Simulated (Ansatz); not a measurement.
## [CH3···H···H], doublet in 6-31G: errors against full CI

Geometry: a point of a hydrogen-transfer path between rigid fragments, not a stationary point.

```xyz
6

C    -0.1297    0.0000    0.0000
H    -0.4929    1.0273    0.0000
H    -0.4929   -0.5137    0.8897
H    -0.4929   -0.5137   -0.8897
H     1.0393    0.0000    0.0000
H     1.9843    0.0000    0.0000
```

Basis 6-31G; Ansatz 0.2.0. Only valence electrons are correlated (noble-gas cores frozen), which leaves 9 electrons in 18 orbitals. R marks a restricted (for open shells ROHF) determinant, U an unrestricted one. Active spaces: valence = (9e, 9o) chosen from the atoms' valence shells; pair = (3e, 3o) about the gap.

Full CI is exact within this basis and frozen core; it isn't the basis-set limit. The frozen core follows each run's orbitals, which can shift R against U totals by a few meV.

For open shells CISD is restricted-active-space CI with the open shells as a complete middle space.

```
UHF ⟨S²⟩                          : 0.769
T1 diagnostic (RCCSD)             : 0.0180
largest doubles amplitude (RCCSD) : 0.055
T1 diagnostic (UCCSD)             : 0.0085
```

```tsv
level	E − E(full CI) (kcal/mol)	share of correlation (%)	wall time
RHF	83.23	0.00	–
UHF	79.20	4.84	–
RMP2	14.85	82.16	–
UMP2	15.06	81.91	–
CISD	5.06	93.92	0.87 s
RCCSD	1.46	98.25	–
UCCSD	1.39	98.32	–
RCCSD(T)	0.24	99.71	0.36 s
UCCSD(T)	0.25	99.70	0.36 s
BCCD(T)	0.24	99.71	0.48 s
RCCSDT	0.07	99.92	–
UCCSDT	0.07	99.92	–
RCCSDT(Q)	0.00	100.00	2.8 s
UCCSDT(Q)	0.00	100.00	2.5 s
RCCSDTQ	0.01	99.99	27 s
CASSCF (pair space)	69.78	16.16	–
NEVPT2 (pair space)	12.20	85.34	0.21 s
CASSCF (valence space)	26.94	67.63	–
NEVPT2 (valence space)	6.19	92.56	2.6 s
MRCISD (valence space)	0.57	99.32	–
MRCISD+Q (valence space)	0.04	99.95	3.8 s
MRCISD+Q(relaxed) (valence space)	-0.09	100.10	4.9 s
```

The correlation energy at full CI, counted from RHF, is -3.609 eV. That run took 84 s on 1 thread of Arm Neoverse V1, shared host over 13,106,016 determinants.

Times hold each run's SCF and search for its determinant on a shared host, so for small cases they say little of a method's own cost; they ran on 1 thread of Arm Neoverse V1.

The full-CI state has the irrep A' of Cs, in the program's axes (one component, if the state is degenerate).

Natural occupations of full CI about the gap: 1.980 1.968 1.968 1.965 0.999 0.024 0.024 0.024 0.021 0.006; effectively unpaired electrons, Σ n²(2−n)², 1.02.
